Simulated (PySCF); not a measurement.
# C3H4F2: full NMR table

```
Formula                               : C3H4F2
SMILES                                : F[C@@H]1C[C@H]1F
InChI                                 : InChI=1S/C3H4F2/c4-2-1-3(2)5/h2-3H,1H2/t2-,3-/m1/s1
Point group of the computed structure : C2
Degrees of unsaturation               : 1
Carbon signals                        : 2
Proton signals                        : 2
```

Bonds (- single, = double, # triple, : aromatic): F1-C2 1.360 Å, C2-C3 1.499 Å, C3-C4 1.499 Å, C4-F5 1.360 Å, C4-C2 1.493 Å. C2 carries H6; C3 carries H7, H8; C4 carries H9. Stereochemistry as in F[C@@H]1C[C@H]1F.

In vacuum, no relativistic terms, rapidly exchanging positions averaged, one conformer. Shielding tensors at PBE0/pcSseg-1 (GIAO); coordinates at the GFN2-xTB level; PySCF.

Shifts are taken against calculated references (same method and geometry level): TMS for ¹H, ¹³C; CFCl3 for ¹⁹F.

```tsv
carbon	δC, type	δH (multiplicity)	HMBC from (2–3 bonds)	span of the C tensor (ppm)
C2/C4	73.9, CH	4.88 (m)	H6/H9, H7/H8	140
C3	16.7, CH2	1.22 (m)	H6/H9	60
```

Other nuclei:
```csv
atoms,nucleus,environment,δ (ppm),σ (ppm)
F1/F5,¹⁹F,fluorine on an sp3 carbon,-240.3,411.3
```

1. Carbon types of the structure: 2 × CH, 1 × CH2, which accounts for all hydrogens.
2. δC 73.9, 16.7: three-membered-ring carbon.
3. δH 4.88, 1.22: hydrogen on a three-membered-ring carbon.

Splittings by ¹⁹F in the carbon and heteronuclear signals aren't shown, as no couplings were computed. Shifts are as computed. Against solution values, carbons near 30 ppm lie about +3 ppm off and those near 130 ppm about +5 ppm. Of 1211 compounds with measured shifts, 218 miss one by over three times the rms of a fit or turn the order of signals round; such compounds aren't used in these exercises. Unscaled 19F shifts against computed CFCl3 carry errors that often reach 10 to 50 ppm. No couplings were computed; multiplicities are counted from neighbouring protons, with m where these are inequivalent, close in shift, in a saturated or five-membered ring or joined by F or P, and br s for small geminal =CH2 splittings.
